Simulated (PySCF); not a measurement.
Species: C₃H₅FO₂.
Numbering: `[CH3:1][O:2][C@:3]1([F:4])[CH2:5][O:6]1`

Cartesian coordinates in Å at the GFN2-xTB level; atoms count from 1:
```xyz
11
C3H5FO2 angstrom
C     -1.7234    0.3735    0.0818
O     -0.3732    0.5810    0.5099
C      0.4928   -0.3290    0.0490
F      0.2913   -1.5640    0.6084
C      1.8565    0.0026   -0.3449
O      0.8473   -0.3828   -1.2672
H     -2.2966    1.1786    0.5325
H     -2.0915   -0.5929    0.4320
H     -1.7847    0.4229   -1.0075
H      2.6372   -0.7294   -0.1877
H      2.1499    1.0422   -0.3923
```

Probes without a nucleus sit at each ring's centroid and 1 Å off its mean plane on both sides; NICS is minus the shielding there, NICSzz its component along the normal. Level: GIAO PBE0/pcSseg-1 (PySCF, non-relativistic, gas phase) on the GFN2-xTB geometry, one conformer.

Ring bond lengths (Å), with Mayer bond orders in brackets: C3–C5 1.458 (1.03), C5–O6 1.420 (0.90), O6–C3 1.364 (1.01).

Q: Give the NICS values of each ring in ppm.

A: 
```csv
ring,type,NICS(0),"NICS(1), two faces","NICS(1)zz, two faces",rms pucker (Å),"centre to ring atoms, mean (Å)"
C3–C5–O6,3-membered ring with O; formal bonds all single,-41.8,-5.6 / -4.9,-15.6 / -14.7,0.00,0.82
```

Q: What can be read from them?

A: 
- C3–C5–O6: mean NICS(1)zz -15.1 ppm, shielded. C3, C5 have four or more neighbours; no verdict on aromaticity is drawn. A hydrogen on C5, outside the ring, lies only 1.40 Å from a NICS(1) probe, which then mostly feels that atom. NICS(0) lies 37 ppm below the mean NICS(1).

Q: How shielded are the nuclei of the rings and their hydrogens (means over atoms taken as equivalent)?

A: 
| atoms | environment | σ isotropic (ppm) |
| --- | --- | --- |
| C3 | sp3 carbon bearing two oxygens | 78.9 |
| C5 | sp3 carbon bound to oxygen | 133.6 |
| O6 | epoxide oxygen | 259.5 |
| H10 | methylene hydrogen | 28.72 |
| H11 | methylene hydrogen | 28.93 |

Hardware: Arm Neoverse V1, one thread, on a shared host. Cost: 10 s, 0.59 GiB resident at most. This is the whole shielding run at PBE0/pcSseg-1, SCF included.
